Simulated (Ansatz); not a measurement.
**One shape, several levels: SiH2 (SMILES [H][Si][H])**

Wanted: a comparison of 6 runs (HF/cc-pVDZ, PBE/3-21G, SVWN5/3-21G, B2PLYP/cc-pVDZ, RPA@PBE/cc-pVDZ, UCCSD(T)/3-21G) of SiH2. 

Program for the calculation: Ansatz 0.2.0.

61 further runs of the same task are left out: 61 set aside as unsound or not needed.

## Step 1: The structure to begin with

SiH2 has 3 atoms, charge 0, and is taken as a singlet. SMILES: `[H][Si][H]`. The H3–Si1 distance was set to 1.856 Å, away from the relaxed value.

Bond lengths: Si1–H2 1.486 Å. A long bond or contact: Si1–H3 1.856 Å.

## Step 2: The energy at HF/cc-pVDZ (run 1)

File molecule.yaml:

```yaml
basis:
  gaussian: {orbitals: cc-pVDZ}
crystal:
  periodic: [false, false, false]
  atoms:
    - {symbol: Si, position_ang: [0.285369, -0.017242, -0.899181]}
    - {symbol: H, position_ang: [1.390379, -0.029092, 0.093929]}
    - {symbol: H, position_ang: [-1.115450, 0.028170, 0.318290]}
accuracy: high
hamiltonian: {xc: hf}
```

The run is started by

```
ansatz run molecule.yaml --threads 1 --pin off --max-ram 2610MiB --events-out events.jsonl --progress --plain --runs-dir runs
```

Log:

```text
Warning: RAYON_NUM_THREADS=1 ignored (pool sized by the plan → 1); use --threads N
Functional definition: HF
  name "HF"
  exchange = exact_x
  correlation = 0
548 factors; integrals over basis functions are off by at most 3.9e-9 eV
mean field evaluation 1: about -7890.8561 eV, gradient 7.2e0 eV
mean field evaluation 2: about -7890.8574 eV, gradient 7.2e0 eV
mean field evaluation 4: about -7891.1875 eV, gradient 4.9e-1 eV
mean field evaluation 8: about -7891.1893 eV, gradient 2.8e-4 eV
mean field -7891.18930108 eV, -289.9958579744 hartree, gradient 6.8e-8 eV, S^2 0.000000; 0 other end points of the search recorded, 0 dependent functions left out
reference -7891.18930108 eV, -289.9958579744 hartree; 8, 8 occupied and 20, 20 virtual orbitals, 548 factors
Total energy: -7891.18930108 eV, -289.9958579744 hartree
```

It took 0.25 s on 1 thread of Arm Neoverse V1, shared host.

## Step 3: The energy at PBE/3-21G (run 2)

File in.yaml:

```yaml
crystal:
  periodic: [false, false, false]
  atoms:
    - symbol: Si
      position_ang: [0.285369, -0.017242, -0.899181]
    - symbol: H
      position_ang: [1.390379, -0.029092, 0.093929]
    - symbol: H
      position_ang: [-1.115450, 0.028170, 0.318290]
basis:
  gaussian:
    orbitals: 3-21G.json
magnetization:
  spin_polarized: false
  initial_magnetization: 0
hamiltonian:
  xc: pbe
accuracy: high
```

The basis set 3-21G is read from a file made from the Basis Set Exchange's data (not shown).

The run is started by

```
ansatz run in.yaml --threads 1 --pin off --max-ram 2610MiB --events-out events.jsonl --progress --plain --runs-dir runs
```

Log:

```text
Warning: RAYON_NUM_THREADS=1 ignored (pool sized by the plan → 1); use --threads N
Functional definition: PBE
  name "PBE"
  parameter kappa = 0.804
  parameter beta = 0.06672455060314922
  exchange = pbe_x(kappa = kappa, mu = beta*pi^2/3)
  correlation = pbe_c(beta = beta)
328 factors; integrals over basis functions are off by at most 3.9e-9 eV
mean field evaluation 1: about -7860.8364 eV, gradient 6.9e0 eV
mean field evaluation 2: about -7860.8977 eV, gradient 5.2e0 eV
mean field evaluation 4: about -7861.0489 eV, gradient 2.7e-1 eV
mean field evaluation 8: about -7861.0427 eV, gradient 4.5e-3 eV
mean field evaluation 16: about -7861.0427 eV, gradient 4.0e-8 eV
mean field -7861.04269235 eV, -288.8879905378 hartree, gradient 6.3e-8 eV, S^2 0.000000; 0 other end points of the search recorded, 0 dependent functions left out
reference -7861.04269451 eV, -288.8879906173 hartree; 8, 8 occupied and 9, 9 virtual orbitals, 328 factors
Total energy: -7861.04269451 eV, -288.8879906173 hartree
```

Run time: 0.54 s. Hardware: 1 thread of Arm Neoverse V1, shared host.

Runs 3 to 4 aren't shown in full; the table further down has their settings and results.

## Step 4: A single-point energy at RPA@PBE/cc-pVDZ (run 5)

File run.yaml:

```yaml
crystal:
  periodic: [false, false, false]
  atoms:
    - {symbol: Si, position_ang: [0.285369, -0.017242, -0.899181]}
    - {symbol: H, position_ang: [1.390379, -0.029092, 0.093929]}
    - {symbol: H, position_ang: [-1.115450, 0.028170, 0.318290]}
basis:
  gaussian:
    orbitals: cc-pVDZ
hamiltonian:
  xc: {name: PBE}
correlation:
  method: rpa
  frozen_orbitals: {H: 0, Si: 5}
accuracy: high
```

The run is started by

```
ansatz run run.yaml --threads 1 --pin off --max-ram 2610MiB --events-out events.jsonl --progress --plain --runs-dir runs
```

Log (excerpt; [...] marks lines left out):

```text
Warning: RAYON_NUM_THREADS=1 ignored (pool sized by the plan → 1); use --threads N
[... 6 set-up lines as earlier in the session ...]
548 factors; integrals over basis functions are off by at most 3.9e-9 eV
mean field evaluation 1: about -7902.5091 eV, gradient 1.0e1 eV
mean field evaluation 2: about -7902.5005 eV, gradient 1.0e1 eV
mean field evaluation 4: about -7902.9659 eV, gradient 2.7e0 eV
mean field evaluation 8: about -7903.0070 eV, gradient 1.8e-2 eV
mean field evaluation 16: about -7903.0070 eV, gradient 2.3e-7 eV
mean field -7903.00704595 eV, -290.4301520880 hartree, gradient 1.4e-8 eV, S^2 0.000000; 0 other end points of the search recorded, 0 dependent functions left out
5 core orbitals not correlated: weight in the atoms' cores, before any rotation towards them, 1.000 or more for the frozen orbitals, at most 0.000 for the correlated occupied ones
reference -7890.91008529 eV, -289.9855969835 hartree; 3, 3 occupied and 20, 20 virtual orbitals, 548 factors
Total energy: -7896.43650299 eV, -290.1886890878 hartree
```

Wall time 1.4 s (1 thread of Arm Neoverse V1, shared host); peak memory 0.095 GiB.

## Step 5: The energy at UCCSD(T)/3-21G (run 6)

File job.yaml:

```yaml
basis:
  gaussian: {orbitals: 3-21G.json}
crystal:
  periodic: [false, false, false]
  atoms:
    - {symbol: Si, position_ang: [0.285369, -0.017242, -0.899181]}
    - {symbol: H, position_ang: [1.390379, -0.029092, 0.093929]}
    - {symbol: H, position_ang: [-1.115450, 0.028170, 0.318290]}
magnetization: {spin_polarized: true}
correlation: {method: ccsd_t, frozen_orbitals: {H: 0, Si: 5}}
accuracy: high
scf: {omitted_lower_state_checks: [cluster_reference, increment]}
```

The basis set 3-21G is read from a file made from the Basis Set Exchange's data (not shown).

The run is started by

```
ansatz run job.yaml --threads 1 --pin off --max-ram 2610MiB --events-out events.jsonl --progress --plain --runs-dir runs
```

Log:

```text
Warning: RAYON_NUM_THREADS=1 ignored (pool sized by the plan → 1); use --threads N
[... 13 lines left out ...]
5 core orbitals not correlated: weight in the atoms' cores, before any rotation towards them, 1.000 or more for the frozen orbitals, at most 0.000 for the correlated occupied ones
[... 31 lines left out ...]
Total energy: -7851.43385829 eV, -288.5348723993 hartree
Checks for a lower state left out: cluster_reference, increment
```

It took 0.24 s on 1 thread of Arm Neoverse V1, shared host.

## Step 6: All runs side by side

```csv
run,level,frozen core orbitals,energy (Eh),wall time
1,HF/cc-pVDZ,–,-289.995858,0.25 s
2,PBE/3-21G,–,-288.887991,0.54 s
3,SVWN5/3-21G,–,-287.862502,0.43 s
4,B2PLYP/cc-pVDZ,5,-290.455341,1.2 s
5,RPA@PBE/cc-pVDZ,5,-290.188689,1.4 s
6,UCCSD(T)/3-21G,5,-288.534872,0.24 s
```

## Step 7: Summary of results

```
                                          quantity          value
                               run 6: total energy  -288.53487 Eh
run 6: correlation energy (5 core orbitals frozen)      -69.2 mEh
                             run 6: (T) correction      -0.74 mEh
          run 6: ⟨S²⟩ of the reference determinant          0.279
                              run 6: T1 diagnostic          0.099
```

What this shows: Totals of different functionals can't be ranked against each other. In run 4 the log says that unrestricted orbitals would lower the reference, so the values rest on an unstable closed-shell determinant (other closed-shell runs at this shape may share the fault). Spin contamination of the reference: run 6 ⟨S²⟩ = 0.28. All runs together took 4 s, the longest 1.4 s.
